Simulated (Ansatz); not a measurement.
A trace of molecular dynamics of BFH4O (7 atoms, charge 0, multiplicity 1).

Method: RKS B3LYP-D4/def2-SVP in Ansatz 0.2.0.

- ensemble: NVE (velocity Verlet)
- starting velocities drawn for: 100 K
- seed: 6806

```json
{"time (fs)": "0", "T (K)": "100", "potential energy less start (eV)": "0.000", "conserved less start (meV/atom)": "0.00"}
{"time (fs)": "4", "T (K)": "52", "potential energy less start (eV)": "0.031", "conserved less start (meV/atom)": "0.02"}
{"time (fs)": "8", "T (K)": "34", "potential energy less start (eV)": "0.043", "conserved less start (meV/atom)": "0.03"}
{"time (fs)": "12", "T (K)": "148", "potential energy less start (eV)": "-0.031", "conserved less start (meV/atom)": "0.03"}
{"time (fs)": "16", "T (K)": "328", "potential energy less start (eV)": "-0.147", "conserved less start (meV/atom)": "0.01"}
{"time (fs)": "20", "T (K)": "602", "potential energy less start (eV)": "-0.324", "conserved less start (meV/atom)": "0.00"}
{"time (fs)": "24", "T (K)": "991", "potential energy less start (eV)": "-0.576", "conserved less start (meV/atom)": "0.00"}
{"time (fs)": "28", "T (K)": "1136", "potential energy less start (eV)": "-0.670", "conserved less start (meV/atom)": "-0.03"}
{"time (fs)": "32", "T (K)": "773", "potential energy less start (eV)": "-0.434", "conserved less start (meV/atom)": "0.11"}
{"time (fs)": "36", "T (K)": "1057", "potential energy less start (eV)": "-0.619", "conserved less start (meV/atom)": "-0.03"}
{"time (fs)": "40", "T (K)": "1128", "potential energy less start (eV)": "-0.665", "conserved less start (meV/atom)": "-0.04"}
{"time (fs)": "44", "T (K)": "865", "potential energy less start (eV)": "-0.494", "conserved less start (meV/atom)": "-0.01"}
{"time (fs)": "48", "T (K)": "834", "potential energy less start (eV)": "-0.474", "conserved less start (meV/atom)": "-0.03"}
{"time (fs)": "52", "T (K)": "934", "potential energy less start (eV)": "-0.539", "conserved less start (meV/atom)": "-0.07"}
{"time (fs)": "56", "T (K)": "904", "potential energy less start (eV)": "-0.520", "conserved less start (meV/atom)": "-0.08"}
{"time (fs)": "60", "T (K)": "729", "potential energy less start (eV)": "-0.407", "conserved less start (meV/atom)": "0.00"}
{"time (fs)": "64", "T (K)": "765", "potential energy less start (eV)": "-0.430", "conserved less start (meV/atom)": "-0.05"}
{"time (fs)": "68", "T (K)": "616", "potential energy less start (eV)": "-0.333", "conserved less start (meV/atom)": "0.04"}
{"time (fs)": "72", "T (K)": "584", "potential energy less start (eV)": "-0.312", "conserved less start (meV/atom)": "0.05"}
{"time (fs)": "76", "T (K)": "632", "potential energy less start (eV)": "-0.344", "conserved less start (meV/atom)": "-0.01"}
{"time (fs)": "80", "T (K)": "455", "potential energy less start (eV)": "-0.229", "conserved less start (meV/atom)": "0.04"}
{"time (fs)": "84", "T (K)": "484", "potential energy less start (eV)": "-0.248", "conserved less start (meV/atom)": "0.00"}
{"time (fs)": "88", "T (K)": "677", "potential energy less start (eV)": "-0.374", "conserved less start (meV/atom)": "-0.11"}
{"time (fs)": "92", "T (K)": "429", "potential energy less start (eV)": "-0.213", "conserved less start (meV/atom)": "-0.02"}
{"time (fs)": "96", "T (K)": "372", "potential energy less start (eV)": "-0.176", "conserved less start (meV/atom)": "-0.05"}
{"time (fs)": "100", "T (K)": "610", "potential energy less start (eV)": "-0.330", "conserved less start (meV/atom)": "-0.09"}
```

Task: Is this trajectory sound?

Result: The conserved energy stayed within 0.14 meV per atom of its start (net change -0.087 meV per atom), so the integration is sound. The kinetic energy rose, since the run started high on the potential surface and went downhill. It ends in pieces (BFH2 + H2O), so much of that is their flight and rotation, not heat. A run of 0.1 ps of so small a system gives no equilibrium averages. The orbitals stay closed-shell, which can raise the energy where a bond breaks towards radicals; this wasn't checked here. The time step was 0.5 fs.

Time of the run: 3.6 min on 1 thread of Arm Neoverse V2, with other jobs on the host, peak memory 0.1 GiB.
